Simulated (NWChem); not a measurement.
Exact exchange and the dipole moment of HCl (hydrogen chloride)

The species is HCl (2 atoms), meant as a singlet with charge 0. SMILES: `Cl`. The coordinates come from a PBE0-D4/def2-TZVP relaxation.

The dipole moment y, in D, basis def2-TZVPPD; a is the functional's share of exact exchange. Programs: NWChem 7.3.0.

```
functional  program     a  y (D)
      BLYP   NWChem     0   1.05
      TPSS   NWChem     0   1.08
     B3LYP   NWChem   0.2      ?
      PBE0   NWChem  0.25   1.12
     BHLYP   NWChem   0.5   1.14
```

Question: Fit y = c + s·a to the known rows and predict B3LYP.

Answer: 
1. Means of the 4 rows: a = 0.1875, y = 1.098.
2. Σ(Δa)² = 0.17188, Σ(Δa·Δy) = 0.026875, so the slope is 0.026875/0.17188 = 0.15636.
3. Intercept: 1.098 − (0.15636) × 0.1875 = 1.069. The largest residual of the fit is 0.019.
4. B3LYP: 1.069 + (0.15636) × 0.2 = 1.10 D.

The run gave 1.09 D, so the prediction is off by +0.01 D, within the largest residual. More exact exchange makes the molecule more polar here. The measured value is 1.08 D (NIST CCCBDB; in doubt: newer work gives another value); in this basis the line meets it at a = 0.07.
